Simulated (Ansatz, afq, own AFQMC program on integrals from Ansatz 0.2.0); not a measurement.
**CH4⁺, doublet in 6-31G, levels against full CI**

| atom | x (Å) | y (Å) | z (Å) |
| --- | --- | --- | --- |
| C | 0.0000 | 0.0000 | 0.0000 |
| H | 0.6280 | 0.6300 | 0.6292 |
| H | -0.6316 | -0.6267 | 0.6289 |
| H | -0.6266 | 0.6282 | -0.6325 |
| H | 0.6301 | -0.6314 | -0.6257 |

Basis 6-31G. Noble-gas cores (and the filled d shells of Ga–Kr and In–Xe) are frozen. Integrals, coupled cluster, full CI and functionals: Ansatz 0.2.0; the random walks run on the same integrals in our own AFQMC program. The CISD trial takes its coefficients from CCSD amplitudes. Released means that phaseless walkers are propagated on without the constraint, phases kept. ± is one standard error of the sampling.

Determinant: UHF, the one that the program's search chose, which needn't be the lowest solution. The geometry is a PBE0/def2-TZVP stationary point of this or a neighbouring charge and spin state.

Full CI on the same integrals is exact in this basis and with this determinant's frozen core.

- T1 diagnostic: 0.0090
- weight of the determinant in the CISD state: 0.954
- ⟨S²⟩ of the determinant: 0.755
- size of the correlated space: 7 electrons in 16 orbitals

```json
{"level": "MP2", "correlation energy (eV)": "-2.0878"}
{"level": "CCSD", "correlation energy (eV)": "-2.6032"}
{"level": "CCSD(T)", "correlation energy (eV)": "-2.6346"}
```

**Question.** Estimate where full CI lies against CCSD(T) on the same integrals.

**Answer.** 1.0 kJ/mol below CCSD(T).

Reference: full CI, correlation energy -2.645 eV. The released energy is read at 2.40 1/Eh (meV from the phaseless value at times in 1/Eh: -3 ± 3 at 0.24, -3.7 ± 1.8 at 0.51, -4.9 ± 1.8 at 0.99, -9 ± 3 at 1.62, -10 ± 3 at 2.40).

| level | E − E(reference) (kJ/mol) | share of correlation (%) |
| --- | --- | --- |
| CCSD(T) | 1.0 | 99.59 |
| CCSDT | 0.3 | 99.90 |
| CCSDT(Q) | 0.0 | 99.99 |
| CCSDTQ | 0.0 | 100.00 |
| ph-AFQMC/HF | 4.0 ± 1.4 | 98.44 |
| ph-AFQMC/CISD | 0.7 ± 0.2 | 99.72 |
| released AFQMC | -0.2 ± 0.3 | 100.10 |

CCSDT and higher add their correlation energy to the determinant of the CCSD(T) run, since their own runs factorise the integrals more tightly (a shift of under 2 meV). Released energies are given only where the last usable release times agree within the noise; a slower fall can still hide under it.
